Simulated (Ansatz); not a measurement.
Molecule: C$_{2}$H$_{5}$O, charge 0, multiplicity 2. It need not be the lowest isomer of its formula. 
Geometry from a B3LYP-D3(BJ)/def2-TZVP (Ansatz, a first-principles code) optimisation:
```xyz
8

C     -0.0560     1.1737    -0.3437
O     -0.2494     0.1159     0.4755
C      0.1826    -1.1352    -0.0391
H      0.7035     1.1018    -1.1141
H     -0.3396     2.1210     0.0879
H      0.0061    -1.8765     0.7369
H     -0.3840    -1.3991    -0.9365
H      1.2500    -1.1055    -0.2808
```
Charge 0, spin multiplicity 2.

Basis-set convergence of Hartree-Fock and CCSD(T) correlation energies (hartree) with Ansatz. Cores are frozen in the correlated levels unless marked. Open shells are spin-unrestricted. Spin-orbit coupling is left out. No relativistic terms.

| basis | functions | E(HF) | E(corr, CCSD(T)) |
|---|---|---|---|
| cc-pVDZ | 67 | -153.44929 | -0.49904 |
| cc-pVTZ | 160 | [?] | [?] |

**Question.** Complete the blanks.

**Answer.** 
- cc-pVTZ, E(HF): -153.49890
- cc-pVTZ, E(corr, CCSD(T)): -0.61465
